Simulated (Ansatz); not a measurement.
Input file:

```yaml
crystal:
  periodic: [false, false, false]
  atoms:
    - {symbol: N, position_ang: [0.000000, 0.000000, 0.321288]}
    - {symbol: Mg, position_ang: [0.000000, 0.000000, -1.761754]}
    - {symbol: H, position_ang: [0.000000, 0.000000, 1.440465]}
basis:
  gaussian: {orbitals: 6-31G}
magnetization: {spin_polarized: false, initial_magnetization: 2}
correlation: {method: ccsdtq, electrons: outside_noble_gas}
```

```sh
$ ansatz run in.yaml --threads 1 --pin off --events-out ev --progress --plain --max-ram 2393MiB
```

The program prints:

```
501 factors; integrals over basis functions are off by at most 1.7e-7 eV
mean field evaluation 1: about -6924.4343 eV, gradient 2.1e1 eV
mean field evaluation 2: about -6924.4625 eV, gradient 2.1e1 eV
mean field evaluation 4: about -6926.0588 eV, gradient 3.7e0 eV
mean field evaluation 8: about -6926.1675 eV, gradient 7.4e-1 eV
mean field evaluation 16: about -6926.1858 eV, gradient 2.1e-6 eV
mean field evaluation 32: about -6925.3882 eV, gradient 5.4e-3 eV
mean field evaluation 64: about -6925.3882 eV, gradient 4.6e-2 eV
mean field evaluation 96: about -6925.3882 eV, gradient 4.6e-4 eV
mean field evaluation 128: about -6922.4201 eV, gradient 1.5e-1 eV
mean field evaluation 160: about -6922.1875 eV, gradient 4.4e-4 eV
mean field -6926.18580662 eV, -254.5326336559 hartree, gradient 2.1e-6 eV, S^2 2.000000; 5 other end points of the search recorded, 0 dependent functions left out
...
determinant -6926.18580662 eV, -254.5326336559 hartree, with singles and doubles -6929.22986734 eV, -254.6445008240 hartree
determinant -6925.38822390 eV, -254.5033230316 hartree, with singles and doubles -6928.39191273 eV, -254.6137065602 hartree
6 core orbitals not correlated: weight in the atoms' cores, before any rotation towards them, 1.000 or more for the frozen orbitals, at most 0.000 for the correlated occupied ones
reference -6926.18580662 eV, -254.5326336559 hartree; 5, 3 occupied and 13, 15 virtual orbitals, 501 factors
second order -2.62334344 eV of doubles, -0.02283949 eV of singles
...
cycle  17  -3.15091112 eV  change   -5.8e-5 eV  update   7.9e-5
cycle  18  -3.15093155 eV  change   -2.0e-5 eV  update   4.6e-5
cycle  19  -3.15094230 eV  change   -1.1e-5 eV  update   1.9e-5
cycle  20  -3.15094596 eV  change   -3.7e-6 eV  update   1.0e-5
cycle  21  -3.15094168 eV  change    4.3e-6 eV  update   7.9e-6
cycle  22  -3.15093632 eV  change    5.4e-6 eV  update   6.2e-6
cycle  23  -3.15093282 eV  change    3.5e-6 eV  update   4.4e-6
cycle  24  -3.15093179 eV  change    1.0e-6 eV  update   1.7e-6
cycle  25  -3.15093150 eV  change    2.9e-7 eV  update   1.7e-6
cycle  26  -3.15093116 eV  change    3.4e-7 eV  update   9.1e-7
Total energy: -6929.33673778 eV, -254.6484282402 hartree
```

For the same geometry and basis full CI lies 0.2 meV higher.

Ran on 1 thread of INTEL XEON PLATINUM 8581C, shared host: 24 s wall, 0.25 GiB peak host memory.
